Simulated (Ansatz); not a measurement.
# SiH₂O (triplet): from Hartree-Fock to the top rungs, cc-pVDZ

An exercise on one series of results from a longer session: the logs are not shown, and one member is left open.

Method: cc-pVDZ, core rule «outside noble gas», up to 6 orbitals frozen; program: Ansatz 0.2.0, Gaussian basis.

To be run: UHF; CCSD(T) on ROHF; CCSD(T) on UHF; BCCD(T) on ROHF; CISD; CCSDT(Q) on ROHF; CCSDT(Q) on UHF; CASSCF and MRCISD+Q, 12 electrons in 10 orbitals; CASSCF and NEVPT2, 12 electrons in 10 orbitals.

23 further runs of the same task are left out: 8 for a known fault of the program, 7 that didn't finish, 8 set aside as unsound or not needed.

## What is computed

The geometry is a PBE0/def2-TZVP stationary point (not a proven minimum) of the parent state, kept for this charge and spin.

4 atoms, charge 0, spin multiplicity 3.

Atoms are counted from 1 here; the program's logs count them from 0.

Bond lengths: Si1–O2 1.516 Å, Si1–H3 1.486 Å, Si1–H4 1.486 Å. Angles: O2–Si1–H3 124.0°, O2–Si1–H4 124.0°, H3–Si1–H4 111.9°.

Set-up of the first run:

File in.yaml:

```yaml
crystal:
  periodic: [false, false, false]
  atoms:
    - {symbol: Si, position_ang: [0.000000, 0.000000, 0.489694]}
    - {symbol: O, position_ang: [0.000000, 0.000000, -1.026105]}
    - {symbol: H, position_ang: [0.000000, 1.230909, 1.321383]}
    - {symbol: H, position_ang: [0.000000, -1.230909, 1.321383]}
basis:
  gaussian: {orbitals: cc-pVDZ}
magnetization: {spin_polarized: true, initial_magnetization: 2}
hamiltonian: {xc: hf}
output: {orbitals: {seedname: orbitals}}
```

Launch:

```bash
$ ansatz run in.yaml --threads 1 --pin off --events-out ev --progress --plain --max-ram 2393MiB
```

Among the steps run: UHF; CCSD(T) on ROHF; CCSD(T) on UHF; BCCD(T) on ROHF; CISD; CCSDT(Q) on ROHF; CCSDT(Q) on UHF; CASSCF and MRCISD+Q, 12 electrons in 10 orbitals; CASSCF and NEVPT2, 12 electrons in 10 orbitals.

One table of the session follows, with a row left open; its other results are not shown here.

```
          method  from UCCSDT(Q) (kcal/mol)
            ROHF                    +171.91
             UHF                    +167.36
            RMP2                     +25.86
            UMP2                     +26.35
            CISD                     +16.93
           RCCSD                      +4.78
           UCCSD                      +4.73
        RCCSD(T)                      +1.09
        UCCSD(T)                      +1.14
         BCCD(T)                      +1.04
          RCCSDT                      +0.34
          UCCSDT                      +0.33
       RCCSDT(Q)                      +0.04
       UCCSDT(Q)                          0
  CASSCF valence                          ?
  NEVPT2 valence                     +26.98
  MRCISD valence                      +9.74
MRCISD+Q valence                      +1.36
```

Q: Estimate the row for CASSCF valence from the others.

**Answer.** from UCCSDT(Q) (kcal/mol): +134.52. In the column «from UCCSDT(Q) (kcal/mol)» it lies between NEVPT2 valence (+26.98) and UHF (+167.36).

Caveats from the session: Restricted and unrestricted rows rest on different reference determinants; where their highest levels disagree by more than a few hundredths of an eV, they describe different states and don't form one ladder.
